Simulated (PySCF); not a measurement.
NMR data simulated for an unnamed compound:

$^{1}$H NMR (400 MHz, computed): δ 4.56 (br, 1H), 4.10 (br, 1H), 1.71 (s, 3H).

$^{13}$C{$^{1}$H} NMR (computed): δ 167.8 (C), 22.0 (CH3).

Computed data (PySCF 2.14.0 with density-fitted response routines): GIAO PBE0/pcSseg-1 shieldings, J couplings at B3LYP/pcJ-1, geometry: PBE0-D3(BJ)/def2-SVP. Equivalent nuclei averaged, gas phase, no relativistic terms, a single conformation.

Chemical shifts δ = σref − σ; TMS for $^{1}$H (σref 31.27), $^{13}$C (σref 184.41), all at this level.

Which of these does the molecule contain: an NH or NH2 group, an amide, an ester, a three-membered ring, a carboxylic acid?

## Answers


- An NH or NH2 group: yes (δH 4.10 (br), 4.56 (br)).
- An amide: yes (δC 167.8).
- An ester: no.
- A three-membered ring: no.
- A carboxylic acid: no.

The data belong to SMILES CC(N)=O, C2H5NO; they needn't prove each group on their own.

Carbon signals by region: 1 in the far downfield region (above 160 ppm), 1 below 50 ppm. Above 160 ppm: 167.8, amide carbonyl carbon.

Exchangeable OH/NH protons stand at their gas-phase positions; hydrogen bonding in a real sample shifts them, mostly to higher δ. Rotation about the amide-type C–N bond is slow at room temperature, so the two groups on nitrogen are listed apart. Shifts are as computed. Against solution values, carbons near 30 ppm lie about +2 ppm off and those near 130 ppm about +4 ppm. Of 246 compounds with measured shifts, 49 miss one by over three times the rms of a fit or turn the order of signals round; such compounds aren't used in these exercises. Hydrogen bonding in solution deshields acid and N–H amide carbonyl carbons by as much as 10 ppm beyond these values.
